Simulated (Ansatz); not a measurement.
Write a Python script for Ansatz 0.2.0, Python API that makes a ranking of conformers of C4H7OS (charge -1), SMILES C=C([S-])COC. Level of theory (for the species named): B3LYP, 6-31G* basis, multiplicity 1.

Script `conformers_c4h7os.py`:
```python
"""Rank force-field conformers of C4H7OS(-) by single points."""

import ansatz as az
from rdkit import Chem
from rdkit.Chem import AllChem


def main() -> None:
    rd = Chem.AddHs(Chem.MolFromSmiles("C=C([S-])COC"))
    ids = list(AllChem.EmbedMultipleConfs(rd, numConfs=20, randomSeed=82, pruneRmsThresh=0.4))
    field = [energy for _, energy in AllChem.MMFFOptimizeMoleculeConfs(rd)]
    distinct = {round(e, 2): i for i, e in zip(ids, field)}
    chosen = sorted(distinct.items())[:5]
    found = []
    for force_field, index in chosen:
        c4h7os = az.Crystal.molecule()
        for atom, xyz in zip(rd.GetAtoms(), rd.GetConformer(index).GetPositions()):
            c4h7os = c4h7os.atom(atom.GetSymbol(), xyz.round(5).tolist())
        base = (
            c4h7os.calculation()
            .basis(gaussian="6-31G*")
            .functional("b3lyp")
            .charge(-1)
        )
        found.append(base.run(threads=1, pin="off").report["free_energy_ev"])
    print("conformer   MMFF (kcal/mol)   this level (eV)")
    for (force_field, index), e in zip(chosen, found):
        print(f"{index:9d} {force_field - chosen[0][0]:17.2f} {(e - min(found)):17.3f}")


if __name__ == "__main__":
    main()
```

```console
$ python conformers_c4h7os.py
conformer   MMFF (kcal/mol)   this level (eV)
        3              0.00             0.011
        5              1.61             0.000
        4              4.81             0.046
```

Caveats:
- The conformers keep their force-field geometries.
- b3lyp holds the VWN-RPA fit, as in Gaussian; the form of ORCA and Turbomole is b3lyp5.
- Anions want diffuse functions, which this basis lacks.
- It ran for 15 s on 1 thread of Arm Neoverse V1 (shared host), peak memory 0.35 GiB.
